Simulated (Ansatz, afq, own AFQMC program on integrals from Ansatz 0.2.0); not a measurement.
# CH$_{3}$, doublet → CH3⁺, singlet

```xyz
4

C     0.0000    0.0000    0.0000
H     1.0799    0.0140   -0.0003
H    -0.5521    0.9282   -0.0027
H    -0.5278   -0.9423    0.0031
```

E(singlet, charge +1) − E(doublet, charge +0) at this geometry, on UHF and RHF determinants.

Basis cc-pVDZ. Only valence electrons are correlated. Ansatz 0.2.0 and our own AFQMC program on the same integrals; the CISD trial comes from CCSD amplitudes, and released means the phaseless constraint is let go. Uncertainties: one standard error, sampling alone. The errors of all members are added in quadrature.

No full CI on the walks' own integrals is used here; CCSDT(Q) serves as the reference and is uncertain by about the last step of the cluster series. Each member takes its own surest rung, up to full CI.

Errors are counted within cc-pVDZ, not against nature.

Cautions: CH₃⁺ (singlet): full CI with its own frozen core.

Reference (CCSDT(Q)): 219.5 kcal/mol.

```json
{"level": "HF", "vertical ionization energy (kcal/mol)": "206.0", "error against CCSDT(Q) (kcal/mol)": "-13.5"}
{"level": "MP2", "vertical ionization energy (kcal/mol)": "219.3", "error against CCSDT(Q) (kcal/mol)": "-0.2"}
{"level": "CCSD", "vertical ionization energy (kcal/mol)": "218.9", "error against CCSDT(Q) (kcal/mol)": "-0.6"}
{"level": "CCSD(T)", "vertical ionization energy (kcal/mol)": "219.4", "error against CCSDT(Q) (kcal/mol)": "-0.1"}
{"level": "CCSDT", "vertical ionization energy (kcal/mol)": "219.4", "error against CCSDT(Q) (kcal/mol)": "0.0"}
{"level": "ph-AFQMC/CISD", "vertical ionization energy (kcal/mol)": "219.7 ± 0.1", "error against CCSDT(Q) (kcal/mol)": "0.2 ± 0.1"}
{"level": "released AFQMC", "vertical ionization energy (kcal/mol)": "219.6 ± 0.1", "error against CCSDT(Q) (kcal/mol)": "0.1 ± 0.1"}
```

Correlation beyond CCSD(T) adds 0.1 kcal/mol. The perturbative (T) step is worth +0.5 kcal/mol.

A walk keeps the symmetry of its determinant, which the program's search chose and which needn't be the lowest solution, so a lower state of the same spin and another symmetry isn't excluded. Released energies are given only where the last usable release times agree within the noise; a slower fall can still hide under it.
